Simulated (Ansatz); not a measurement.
A made-up structure of Si2H3O, doublet:

```xyz
6
angstrom
O -1.5024 -0.9205 -0.9482
Si -1.0695 -0.6767 0.8520
Si 1.1161 0.7023 0.4485
H -2.4023 -1.4846 -1.1103
H 1.8393 1.1453 -0.9816
H 2.0188 1.2341 1.7396
```

It is relaxed with PBE-D4/def2-SVP and then PBE0-D4/def2-TZVP (Ansatz 0.2.0). Atoms count as bonded within 1.22 times the sum of their covalent radii (H–H: 0.88 Å). The end point is not checked to be a true minimum.

(1) Does its bonding change? (A judgement: the text doesn't fix the answer.)

Answers

(1) The calculation gives: No: no bond forms or breaks.

Where it ends: The first stage lowers the energy by 0.98 eV in 6 steps. It ends as Si₂H₃O ([OH][Si][SiH2]):
```xyz
6
angstrom
O -1.3572 -0.7987 -0.8459
Si -0.9378 -0.6305 0.7603
Si 0.9488 0.7053 0.4000
H -2.1368 -1.3411 -0.9897
H 1.6665 0.9867 -0.8772
H 1.8165 1.0782 1.5525
```

Labels in which every atom is bracketed show which atoms are joined, not bond orders.

For scale, one of the runs: PBE0-D4/def2-TZVP relaxation, 123 basis functions, launched by `ansatz run in.yaml --threads 2 --pin off --events-out ev --progress --plain --max-ram 4352MiB`. Hardware: 2 CPU threads of an Arm Neoverse V2, shared host. Wall time about 52 s.
